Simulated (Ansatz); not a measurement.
Abridged output of a molecular run in Ansatz:

```
Functional definition: HF
1640 factors; integrals over basis functions are off by at most 9.7e-4 eV
mean field evaluation 1: about -5743.1116 eV, gradient 4.1e1 eV
mean field evaluation 2: about -5743.3500 eV, gradient 4.1e1 eV
mean field evaluation 4: about -5747.6821 eV, gradient 4.8e0 eV
mean field evaluation 8: about -5747.7628 eV, gradient 3.6e-1 eV
mean field -5747.76388209 eV, -211.2264266925 hartree, gradient 8.8e-6 eV, S^2 0.000000; 0 other end points of the search recorded, 0 dependent functions left out
5 core orbitals not correlated: weight in the atoms' cores, before any rotation towards them, 1.000 or more for the frozen orbitals, at most 0.000 for the correlated occupied ones
reference -5747.76388209 eV, -211.2264266925 hartree; 15, 15 occupied and 261, 261 virtual orbitals, 1640 factors
second order -24.32021124 eV of doubles, -0.00000000 eV of singles
cycle   1  -24.86639188 eV  change   -5.5e-1 eV  update   1.0e-1
cycle   2  -25.46986346 eV  change   -6.0e-1 eV  update   3.0e-2
cycle   3  -25.58893177 eV  change   -1.2e-1 eV  update   1.4e-2
cycle   4  -25.58317710 eV  change    5.8e-3 eV  update   3.5e-3
cycle   5  -25.58417333 eV  change   -1.0e-3 eV  update   1.5e-3
cycle   6  -25.58443392 eV  change   -2.6e-4 eV  update   3.9e-4
cycle   7  -25.58430397 eV  change    1.3e-4 eV  update   1.5e-4
cycle   8  -25.58430171 eV  change    2.3e-6 eV  update   5.4e-5
cycle   9  -25.58430778 eV  change   -6.1e-6 eV  update   2.0e-5
perturbative correction -1.07519119 eV, -0.0395125473 hartree
Total energy: -5774.42338106 eV, -212.2061452091 hartree
```

Its atoms:

Z-matrix (Å, degrees):
```
C
C 1 1.528
H 1 1.092 2 110.8
H 1 1.093 2 111.4 3 120.2
H 1 1.093 2 110.6 3 -119.8
C 2 1.517 1 111.9 3 59.6
C 2 1.505 1 109.3 3 -173.6
H 2 1.100 1 107.3 3 -59.5
H 6 1.093 2 111.9 1 -177.7
H 6 1.092 2 110.4 1 -57.9
H 6 1.094 2 111.2 1 61.2
N 7 1.262 2 129.1 1 -124.3
H 7 1.097 2 114.2 1 55.0
H 12 1.022 7 110.9 2 -0.5
```

Q: Which basis set was used?
A. def2-TZVPPD
B. cc-pV(D+d)Z
C. cc-pV(Q+d)Z
D. def2-TZVPP

A: D. It gives 281 functions.

Q: Write the keys of the input that set method, charge and spin (a neutral closed shell needs none for the last two).

A: 
```yaml
correlation: {method: ccsd_t}
```
